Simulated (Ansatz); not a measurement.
# C4H6S: geometry optimisation, by script

What geometry does C4H6S take? A script is to give a geometry optimisation; the system is C4H6S.

All numbers are computed with the Python package of Ansatz 0.2.0. Level of theory: Hartree-Fock/6-31G*.

## Step 1: Starting point

Bond lengths: C1–C2 1.513 Å, C2–C3 1.439 Å, C3–C4 1.319 Å, C3–S5 1.716 Å, C4–S5 1.677 Å, C1–H6 1.161 Å, C1–H7 1.058 Å, C1–H8 1.070 Å, C2–H9 1.072 Å, C2–H10 1.111 Å, C4–H11 1.098 Å. Angles (14 of 19 angles, heavy atoms first): C1–C2–C3 110.4°, C2–C3–C4 155.1°, C2–C3–S5 138.8°, C4–C3–S5 65.6°, C3–C4–S5 68.7°, C3–S5–C4 45.7°, C1–C2–H9 110.5°, C1–C2–H10 107.5°, C3–C2–H9 110.9°, C3–C2–H10 111.1°, C2–C1–H6 107.0°, C2–C1–H7 114.1°, C2–C1–H8 109.8°, C3–C4–H11 142.0°.

The script holds or builds the structure itself.

## Step 2: Script

The input, c4h6s_opt.py:

```python
"""Geometry optimisation of C4H6S."""

import ansatz as az
import numpy as np
from rdkit import Chem
from rdkit.Chem import AllChem


def main() -> None:
    # start geometry from RDKit
    rd = Chem.AddHs(Chem.MolFromSmiles("CCC1=CS1"))
    AllChem.EmbedMolecule(rd, randomSeed=215)
    AllChem.UFFOptimizeMolecule(rd)
    c4h6s = az.Crystal.molecule()
    for atom, xyz in zip(rd.GetAtoms(), rd.GetConformer().GetPositions()):
        c4h6s = c4h6s.atom(atom.GetSymbol(), xyz.round(5).tolist())

    model = (
        c4h6s.calculation()
        .basis(gaussian="6-31G*")
        .functional("hf")
    )
    symbols = [site.symbol for site in c4h6s.cartesian_sites]
    start = np.array([site.position_ang for site in c4h6s.cartesian_sites], dtype=float)
    data = model.relax(force_tolerance=0.005).run(threads=1).report
    end = np.array(data["positions_ang"])

    print("reference energy %16.6f eV" % data["reference_energy_ev"])
    print("total energy     %16.6f eV" % data["free_energy_ev"])
    print("occupied (up, down):", data["n_occupied"], " virtual:", data["n_virtual"], " frozen:", data["n_frozen"])

    print("final positions (A) and the move of each atom")
    for symbol, xyz, old in zip(symbols, end, start):
        print(f"{symbol:2s} {xyz[0]:10.5f} {xyz[1]:10.5f} {xyz[2]:10.5f}   {np.linalg.norm(xyz - old):7.4f}")
    with open("c4h6s_opt.xyz", "w") as handle:
        handle.write(f"{len(symbols)}\nrelaxed C4H6S\n")
        handle.writelines(f"{s:2s} {x:11.6f} {y:11.6f} {z:11.6f}\n" for s, (x, y, z) in zip(symbols, end))


if __name__ == "__main__":
    main()
```

## Step 3: The calls as engine input

The engine receives this input:

```yaml
crystal:
  periodic: [false, false, false]
  atoms:
    - { symbol: C, position_ang: [-1.35719, -0.48217, -0.16055] }
    - { symbol: C, position_ang: [-0.48302, 0.71952, 0.1728] }
    - { symbol: C, position_ang: [0.95279, 0.41142, -0.09524] }
    - { symbol: C, position_ang: [2.12119, -0.42221, 0.1999] }
    - { symbol: S, position_ang: [2.35711, 0.78693, -0.95134] }
    - { symbol: H, position_ang: [-1.06871, -1.35425, 0.46481] }
    - { symbol: H, position_ang: [-2.42062, -0.23544, 0.04222] }
    - { symbol: H, position_ang: [-1.25208, -0.74935, -1.23402] }
    - { symbol: H, position_ang: [-0.6037, 0.98332, 1.24455] }
    - { symbol: H, position_ang: [-0.79042, 1.58732, -0.44798] }
    - { symbol: H, position_ang: [2.54464, -1.24509, 0.76485] }
basis:
  gaussian:
    orbitals: "6-31G*"
hamiltonian:
  xc: hf
relax:
  f_tol: 0.005
```

## Step 4: Running it

Run with:

```sh
> python c4h6s_opt.py
```

Q: Predict the main results. Wanted: total energy; dipole moment; moves of the relaxation; energy gained; last largest force component.

The runs gave:

| quantity | value |
| --- | --- |
| total energy | -15031.0787 eV |
| dipole moment | 3.31 D |
| moves of the relaxation | 16 |
| energy gained | 1.943 eV |
| last largest force component | 0.0014 eV/Å |

**Reading.** After 16 moves the largest shift is 1.096 Å, of atom 5 (S). So large a move can change the bonding: the results belong to the relaxed structure. The end point is the stationary point reached from this start; no frequency run checks that it is a minimum, and the basis set is modest.
